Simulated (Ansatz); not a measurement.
Run this with Ansatz's Python interface and show what comes out.

Input file `c4h4o2.xyz`:
```text
10

O     1.76370   -0.81750    1.05520
C     1.23040   -0.00030    0.32950
O     1.90340    1.02200   -0.21970
C    -0.14820    0.01620   -0.05130
C    -1.18490    0.49890   -0.67310
C    -1.39650   -0.68120    0.11220
H     2.81820    0.90480    0.10870
H    -1.59200    1.24190   -1.31200
H    -1.49970   -1.61830   -0.41190
H    -1.89430   -0.56660    1.06230
```

`freq.py`
```python
# -*- coding: utf-8 -*-
'''Vibrations and zero-point energy of C4H4O2.'''

from dataclasses import dataclass

import ansatz as az
import numpy as np


@dataclass(frozen=True)
class Settings:
    basis: str = 'def2-SVP'
    functional: str = 'r2SCAN'


opts = Settings()

mol = az.Crystal.molecule_from_extxyz('c4h4o2.xyz')

setup = mol.calculation().basis(gaussian=opts.basis).functional(opts.functional)
symbols = [site.symbol for site in mol.cartesian_sites]
start = np.array([site.position_ang for site in mol.cartesian_sites], dtype=float)
data = setup.relax(force_tolerance=0.003).run().report
end = np.array(data['positions_ang'])

print('final positions (A) and the move of each atom')
for symbol, xyz, old in zip(symbols, end, start):
    print(f'{symbol:2s} {xyz[0]:10.5f} {xyz[1]:10.5f} {xyz[2]:10.5f}   {np.linalg.norm(xyz - old):7.4f}')

# same settings at the minimum
minimum = az.Crystal.molecule()
for symbol, place in zip(symbols, end):
    minimum = minimum.atom(symbol, place.tolist())
vibrating = (
    minimum.calculation()
    .basis(gaussian=opts.basis)
    .functional(opts.functional)
    .phonons(temperatures=(298.15, 498.15, 100))
)
vib = vibrating.run().report['vibrations']
sums = vib['harmonic_sums']
modes = [m['omega_inv_cm'] for m in sums['modes_at_gamma'] if m['rigid_motion'] == 'no']
for number, w in enumerate(modes, start=1):
    print(f'mode {number:2d} {w:9.1f} 1/cm {w / 8065.544 * 1000:8.2f} meV')
print('imaginary modes:', sum(w < 0 for w in modes), ' zero-point energy:', round(sums['zero_point_energy_ev'], 4), 'eV')
print('T (K)   F_vib (eV)   S_vib (meV/K)   C_vib (meV/K)')
for row in zip(sums['temperatures_k'], sums['vibrational_free_energy_ev'], vib['entropy_ev_per_k'], vib['heat_capacity_ev_per_k']):
    print(f'{row[0]:6.1f} {row[1]:11.4f} {1000 * row[2]:13.4f} {1000 * row[3]:15.4f}')
```

```console
$ python freq.py
final positions (A) and the move of each atom
O     1.80794   -0.80676    1.05939    0.0457
C     1.27702    0.00578    0.33768    0.0477
O     1.93266    1.04259   -0.22661    0.0364
C    -0.13603   -0.00405   -0.03351    0.0296
C    -1.14278    0.52090   -0.67743    0.0477
C    -1.44443   -0.71786    0.12553    0.0618
H     2.85540    0.96754    0.07383    0.0809
H    -1.53878    1.29331   -1.33443    0.0773
H    -1.60902   -1.67417   -0.39587    0.1238
H    -2.00189   -0.62738    1.07132    0.1239
mode  1      55.2 1/cm     6.84 meV
mode  2     174.6 1/cm    21.65 meV
mode  3     208.6 1/cm    25.86 meV
mode  4     449.2 1/cm    55.70 meV
mode  5     567.0 1/cm    70.29 meV
mode  6     595.9 1/cm    73.88 meV
mode  7     713.6 1/cm    88.47 meV
mode  8     723.8 1/cm    89.74 meV
mode  9     818.2 1/cm   101.44 meV
mode 10     909.0 1/cm   112.71 meV
mode 11    1008.6 1/cm   125.06 meV
mode 12    1015.4 1/cm   125.89 meV
mode 13    1066.9 1/cm   132.28 meV
mode 14    1085.7 1/cm   134.61 meV
mode 15    1152.0 1/cm   142.83 meV
mode 16    1235.5 1/cm   153.18 meV
mode 17    1366.5 1/cm   169.43 meV
mode 18    1492.3 1/cm   185.02 meV
mode 19    1807.0 1/cm   224.04 meV
mode 20    1858.3 1/cm   230.40 meV
mode 21    3044.2 1/cm   377.43 meV
mode 22    3128.2 1/cm   387.84 meV
mode 23    3274.0 1/cm   405.93 meV
mode 24    3743.0 1/cm   464.08 meV
imaginary modes: 0  zero-point energy: 1.9523 eV
T (K)   F_vib (eV)   S_vib (meV/K)   C_vib (meV/K)
 298.1      1.8791        0.5276          0.6015
 398.1      1.8161        0.7329          0.8238
 498.1      1.7325        0.9382          1.0088
```

The frequencies are harmonic and unscaled, in a modest basis. Finished in 4.7 min on 1 thread of Arm Neoverse V1, on a shared host, peak memory 0.29 GiB.
